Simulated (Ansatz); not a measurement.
## Ansatz (development build ahead of 0.2.0) run

```yaml
crystal:
  periodic: [false, false, false]
  atoms:
    - { symbol: Li, position_ang: [0.0, 0.0, -1.26167] }
    - { symbol: P, position_ang: [0.0, 0.0, 1.26167] }
basis:
  gaussian: { orbitals: def2-SVP }
magnetization:
  spin_polarized: true
  initial_magnetization: 2
hamiltonian:
  xc: hf
correlation:
  method: ccsd_t
  frozen_orbitals: { Li: 0, P: 5 }
scf:
  omitted_lower_state_checks: [stability, starts, atomic_configurations, cluster_reference, orbital_swaps, given_window_search, neighbouring_geometries, increment]
```

The input is written out in the form of the current development build from the run's settings.

The run gave:

```json
{"Converged": "yes", "Reference energy": "-348.04333 hartree", "Correlation energy": "-0.10046 hartree", "Total energy": "-348.14380 hartree"}
```
